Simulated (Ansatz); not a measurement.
Ansatz (an electronic-structure program) input (B3LYP-D3(BJ)/def2-TZVP):

Ansatz 0.2 input:
```yaml
crystal:
  periodic: [false, false, false]
  atoms:
    - {symbol: C, position_ang: [-0.00000000, -0.00000000, -0.63123354]}
    - {symbol: N, position_ang: [0.00000000, 0.00000000, 0.54105732]}
basis:
  gaussian:
    orbitals: def2-TZVP
hamiltonian:
  xc: b3lyp
  dispersion: d3bj
total_charge: 1
phonons: {temperatures: {t_min: 298.15, t_max: 298.15, t_step: 100}}
```

Output:

```
Functional definition: B3LYP
integrals: 0.01 GiB planned
335 factors; their error is unknown
mean field: 0.10 GiB planned
mean field evaluation 1: about -2488.4463 eV, gradient 1.0e2 eV
mean field evaluation 2: about -2375.0020 eV, gradient 2.0e2 eV
mean field evaluation 4: about -2507.1734 eV, gradient 2.7e1 eV
mean field evaluation 8: about -2508.6571 eV, gradient 1.4e-2 eV
mean field evaluation 16: about -2508.6672 eV, gradient 7.8e-5 eV
mean field -2508.66722989 eV, -92.1918202626 hartree, gradient 7.5e-6 eV, S^2 0.000000; 1 other end points of the search recorded, 0 dependent functions left out
the calculation of the forces begins
reference -2508.66736922 eV, -92.1918253831 hartree; 6, 6 occupied and 56, 56 virtual orbitals, 335 factors
these checks for a lower state are left out or cut short: stability, starts, cluster_reference, orbital_swaps, neighbouring_geometries, increment
integrals: 0.01 GiB planned
335 factors; their error is unknown
mean field: 0.10 GiB planned
mean field evaluation 32: about -2508.6672 eV, gradient 2.7e-6 eV
mean field -2508.66722989 eV, -92.1918202626 hartree, gradient 2.7e-6 eV, S^2 0.000000; 0 other end points of the search recorded, 0 dependent functions left out
the calculation of the forces begins
reference -2508.66736922 eV, -92.1918253831 hartree; 6, 6 occupied and 56, 56 virtual orbitals, 335 factors
these checks for a lower state are left out or cut short: stability, starts, cluster_reference, orbital_swaps, neighbouring_geometries, increment
integrals: 0.01 GiB planned
335 factors; their error is unknown
mean field: 0.10 GiB planned
mean field -2508.66722989 eV, -92.1918202626 hartree, gradient 2.7e-6 eV, S^2 0.000000; 0 other end points of the search recorded, 0 dependent functions left out
the calculation of the forces begins
reference -2508.66736922 eV, -92.1918253831 hartree; 6, 6 occupied and 56, 56 virtual orbitals, 335 factors
these checks for a lower state are left out or cut short: stability, starts, cluster_reference, orbital_swaps, neighbouring_geometries, increment
integrals: 0.01 GiB planned
335 factors; their error is unknown
mean field: 0.10 GiB planned
mean field -2508.66722989 eV, -92.1918202626 hartree, gradient 2.7e-6 eV, S^2 0.000000; 0 other end points of the search recorded, 0 dependent functions left out
the calculation of the forces begins
reference -2508.66736922 eV, -92.1918253831 hartree; 6, 6 occupied and 56, 56 virtual orbitals, 335 factors
these checks for a lower state are left out or cut short: stability, starts, cluster_reference, orbital_swaps, neighbouring_geometries, increment
integrals: 0.01 GiB planned
335 factors; their error is unknown
mean field: 0.10 GiB planned
mean field -2508.66722989 eV, -92.1918202626 hartree, gradient 2.7e-6 eV, S^2 0.000000; 0 other end points of the search recorded, 0 dependent functions left out
the calculation of the forces begins
reference -2508.66736922 eV, -92.1918253831 hartree; 6, 6 occupied and 56, 56 virtual orbitals, 335 factors
these checks for a lower state are left out or cut short: stability, starts, cluster_reference, orbital_swaps, neighbouring_geometries, increment
integrals: 0.01 GiB planned
335 factors; their error is unknown
mean field: 0.10 GiB planned
mean field evaluation 64: about -2508.6669 eV, gradient 2.7e-6 eV
mean field -2508.66690637 eV, -92.1918083736 hartree, gradient 2.7e-6 eV, S^2 0.000000; 0 other end points of the search recorded, 0 dependent functions left out
the calculation of the forces begins
reference -2508.66704565 eV, -92.1918134920 hartree; 6, 6 occupied and 56, 56 virtual orbitals, 335 factors
these checks for a lower state are left out or cut short: stability, starts, cluster_reference, orbital_swaps, neighbouring_geometries, increment
integrals: 0.01 GiB planned
335 factors; their error is unknown
mean field: 0.10 GiB planned
mean field -2508.66691075 eV, -92.1918085345 hartree, gradient 2.7e-6 eV, S^2 0.000000; 0 other end points of the search recorded, 0 dependent functions left out
the calculation of the forces begins
reference -2508.66705015 eV, -92.1918136573 hartree; 6, 6 occupied and 56, 56 virtual orbitals, 335 factors
these checks for a lower state are left out or cut short: stability, starts, cluster_reference, orbital_swaps, neighbouring_geometries, increment
integrals: 0.01 GiB planned
335 factors; their error is unknown
mean field: 0.10 GiB planned
mean field -2508.66722989 eV, -92.1918202626 hartree, gradient 2.7e-6 eV, S^2 0.000000; 0 other end points of the search recorded, 0 dependent functions left out
the calculation of the forces begins
reference -2508.66736922 eV, -92.1918253831 hartree; 6, 6 occupied and 56, 56 virtual orbitals, 335 factors
these checks for a lower state are left out or cut short: stability, starts, cluster_reference, orbital_swaps, neighbouring_geometries, increment
integrals: 0.01 GiB planned
335 factors; their error is unknown
mean field: 0.10 GiB planned
mean field -2508.66722989 eV, -92.1918202626 hartree, gradient 2.7e-6 eV, S^2 0.000000; 0 other end points of the search recorded, 0 dependent functions left out
the calculation of the forces begins
reference -2508.66736922 eV, -92.1918253831 hartree; 6, 6 occupied and 56, 56 virtual orbitals, 335 factors
these checks for a lower state are left out or cut short: stability, starts, cluster_reference, orbital_swaps, neighbouring_geometries, increment
integrals: 0.01 GiB planned
335 factors; their error is unknown
mean field: 0.10 GiB planned
mean field evaluation 96: about -2508.6672 eV, gradient 2.7e-6 eV
mean field -2508.66722989 eV, -92.1918202626 hartree, gradient 2.7e-6 eV, S^2 0.000000; 0 other end points of the search recorded, 0 dependent functions left out
the calculation of the forces begins
reference -2508.66736922 eV, -92.1918253831 hartree; 6, 6 occupied and 56, 56 virtual orbitals, 335 factors
these checks for a lower state are left out or cut short: stability, starts, cluster_reference, orbital_swaps, neighbouring_geometries, increment
integrals: 0.01 GiB planned
335 factors; their error is unknown
mean field: 0.10 GiB planned
mean field -2508.66722989 eV, -92.1918202626 hartree, gradient 2.7e-6 eV, S^2 0.000000; 0 other end points of the search recorded, 0 dependent functions left out
the calculation of the forces begins
reference -2508.66736922 eV, -92.1918253831 hartree; 6, 6 occupied and 56, 56 virtual orbitals, 335 factors
these checks for a lower state are left out or cut short: stability, starts, cluster_reference, orbital_swaps, neighbouring_geometries, increment
integrals: 0.01 GiB planned
335 factors; their error is unknown
mean field: 0.10 GiB planned
mean field -2508.66691075 eV, -92.1918085345 hartree, gradient 2.7e-6 eV, S^2 0.000000; 0 other end points of the search recorded, 0 dependent functions left out
the calculation of the forces begins
reference -2508.66705015 eV, -92.1918136573 hartree; 6, 6 occupied and 56, 56 virtual orbitals, 335 factors
these checks for a lower state are left out or cut short: stability, starts, cluster_reference, orbital_swaps, neighbouring_geometries, increment
integrals: 0.01 GiB planned
335 factors; their error is unknown
mean field: 0.10 GiB planned
mean field -2508.66690637 eV, -92.1918083736 hartree, gradient 2.7e-6 eV, S^2 0.000000; 0 other end points of the search recorded, 0 dependent functions left out
the calculation of the forces begins
reference -2508.66704565 eV, -92.1918134920 hartree; 6, 6 occupied and 56, 56 virtual orbitals, 335 factors
Total energy: -2508.69358584 eV, -92.1927888259 hartree
Atom 0 at    -0.000000    -0.000000    -0.631234 Å, force     0.000000     0.000000     0.000002 eV/Å
Atom 1 at     0.000000     0.000000     0.541057 Å, force    -0.000000    -0.000000    -0.000002 eV/Å
Dipole moment:    -0.000000    -0.000000    -0.417052 e Å
Vibrations: 2079.50 cm⁻¹, zero-point energy 0.128912 eV
```
